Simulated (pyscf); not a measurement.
A first-order saddle from PySCF, ωB97X-D3(BJ)/def2-SVP:

```xyz
9

Ga    -0.4354    -0.2661    -0.5020
P      1.7137     0.3130    -1.1150
H      1.5577     1.7113    -0.9044
H      1.4529     0.3562    -2.5139
Si    -1.8032    -0.0843     1.4758
H     -0.1388     0.5612     1.1375
H     -3.0792    -0.8345     1.2018
H     -1.2134    -0.7579     2.6706
H     -2.2310     1.3263     1.7139
```
Charge 0, spin multiplicity 1.

Surface: singlet, charge 0. Lowest wavenumbers (cm⁻¹): 377i, 76, 121, 140, 252.

Problem. Which two sides does it connect, and which bonds change?

Solution. H₂P–Ga [singlet] + silane (SiH₄) <-> H₃Si–GaH–PH₂, an insertion read from left to right: H–Si broken and Ga–Si, Ga–H formed. At CCSD(T)/def2-TZVPP + ΔMP2(QZVPP) it lies +21.0 kcal/mol from the left side and +37.7 kcal/mol from the right (each side as separated species at their lowest minima found). On the reactant side the descent ends in a complex (not fully relaxed), 4.8 kcal/mol under the separated species and 24.8 kcal/mol under the saddle at ωB97X-D3(BJ)/def2-TZVP. One saddle was located; it need not be the lowest between these sides. The CCSD(T) − MP2 part came from Ansatz, without density fitting, on the same reference. The frozen core leaves the outer d or s,p core shells of the metals and heavy elements correlated in the MP2 and CC values, and def2-TZVPP describes them poorly, which can shift differences by a few kcal/mol. Elements up to Kr have no core potential and no relativistic terms here.
